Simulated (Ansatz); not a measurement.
H2C–GaH, triplet: the ladder up to UCCSDT(Q)

Geometry: a point of a stretch scan, not a stationary point.

```xyz
5

C     0.0000    0.2058    3.6287
Ga    0.0000   -0.0611   -0.7241
H     0.0000    1.1564    4.1615
H     0.0000   -0.6624    4.2826
H     0.0000    1.2783   -1.5930
```

Basis cc-pVDZ; Ansatz 0.2.0. Correlated methods freeze the noble-gas cores and the filled d shells of p-block atoms, which leaves 10 electrons in 41 orbitals. Prefix R: restricted or restricted open-shell reference; prefix U: unrestricted. No spin–orbit coupling is included, and no scalar relativity.

Full CI isn't at hand for all of this; UCCSDT(Q) serves as the reference, and is uncertain by about the last step of the cluster series.

- UHF ⟨S²⟩: 2.038
- T1 diagnostic (RCCSD): 0.0157
- largest doubles amplitude (RCCSD): 0.082
- T1 diagnostic (UCCSD): 0.0225

Problem. From what is known of these methods and the diagnostics, rank them by the size of their error in total energy against UCCSDT(Q) in cc-pVDZ, smallest first (an estimate: the text doesn't fix the numbers).
A. UMP2
B. UCCSD
C. UHF
D. UCCSD(T)
E. UCCSDT

Solution. E (0.06 kcal/mol), D (0.49 kcal/mol), B (2.16 kcal/mol), A (27.60 kcal/mol), C (117.20 kcal/mol).

All errors are against UCCSDT(Q) in cc-pVDZ. Within each family the higher level lies nearer, as is usual though not guaranteed.
